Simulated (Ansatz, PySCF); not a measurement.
System: SiH₄, charge -1, multiplicity 2. 
Coordinates optimised at B3LYP-D3(BJ)/def2-TZVP (Ansatz, a program for electronic structure):
```
Si
H 1 1.5191
H 1 1.5191 2 104.08
H 1 1.6296 2 94.09 3 95.26
H 1 1.6296 2 94.09 4 169.48
```
Charge -1, spin multiplicity 2.

Total electronic energies in hartree. Correlated levels leave the core frozen unless marked. Open shells are spin-unrestricted. No spin-orbit coupling. No relativistic terms. Basis-set limits of correlation are two-point, X^-3; Hartree-Fock from the larger set.

```csv
level,program,energy (Eh)
HF/def2-TZVPD,PySCF,-291.17484
RI-HF/aug-cc-pV(T+d)Z,Ansatz,-291.18295
B3LYP/def2-TZVPD,PySCF,-291.86489
LC-wPBE-D4/def2-TZVPD,Ansatz + dftd4,-291.74913
RI-MP2/def2-TZVPPD,Ansatz,-291.33753
SCS-MP2/aug-cc-pV(D+d)Z,Ansatz,-291.32040
CCSD(T)/def2-SVP,Ansatz,-291.22227
CCSD(T) with core electrons (1s frozen past Ne)/cc-pwCVTZ,Ansatz,-291.63506
"CCSD(T)/CBS(def2-TZVPPD,def2-QZVPPD)",Ansatz,-291.4015
```

Totals of different functionals don't rank their quality; only differences between species are comparable.
